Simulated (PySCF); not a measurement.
**Reading a saddle point**

A first-order saddle point of AlH2ClO, singlet, PBE0-D4/def2-TZVP, with one imaginary mode of 1006i cm⁻¹:

```xyz
5
angstrom
Al 0.6715 0.3471 0.4325
Cl 0.2348 -1.5426 -1.2113
H 1.5077 -0.8854 -0.3904
O -0.7753 1.1433 0.7637
H -1.6388 0.9375 0.4055
```

PySCF 2.14 with density fitting (its default auxiliary sets; JK sets also for MP2 and CCSD(T)); basis: def2-TZVPP and def2-QZVPP; cores frozen in the correlated methods. Extrapolation: Hartree–Fock as exp(−7.88 √X), correlation as X^−2.97.

Problem. Which contacts change along the imaginary mode, and what lies on either side? (Judge from chemistry; the calculation decides.)

Solution. Computed: The step is AlH₂ClO ([OH][AlH][Cl]) → AlHO ([OH][Al]) + HCl, with the molecules in contact on both sides. Shortening one way: Cl2–H3; lengthening the same way: Al1–Cl2, Al1–H3.
```
   pair  one side (Å)  saddle (Å)  other side (Å)
 Cl2–H3          3.19        1.65            1.30
Al1–Cl2          2.10        2.54            3.91
 Al1–H3          1.56        1.70            2.61
```

Problem. Which side is lower, and how far does the saddle lie above each? (To be estimated.)

Solution. Computed: The side with Al1–Cl2, Al1–H3 short is lower by 2.282 eV; the saddle lies 3.163 eV above it and 0.881 eV above the other (CCSD(T) at an estimated basis limit (MP2 extrapolated from triple and quadruple zeta, plus CCSD(T) − MP2 in triple zeta); electronic energies).

T1 diagnostic: at most 0.018. The restricted Hartree–Fock reference is unstable towards an unrestricted one at one or more of these structures.

Labels in which every atom is bracketed show which atoms are joined, not bond orders.

For scale, one of the runs: CCSD(T)/def2-TZVPP, 143 basis functions, launched by `OMP_NUM_THREADS=4 python run.py`. Time: 120 s of wall clock on 4 CPU threads of an AMD EPYC; the host was shared. Peak host memory: 0.8 GiB.
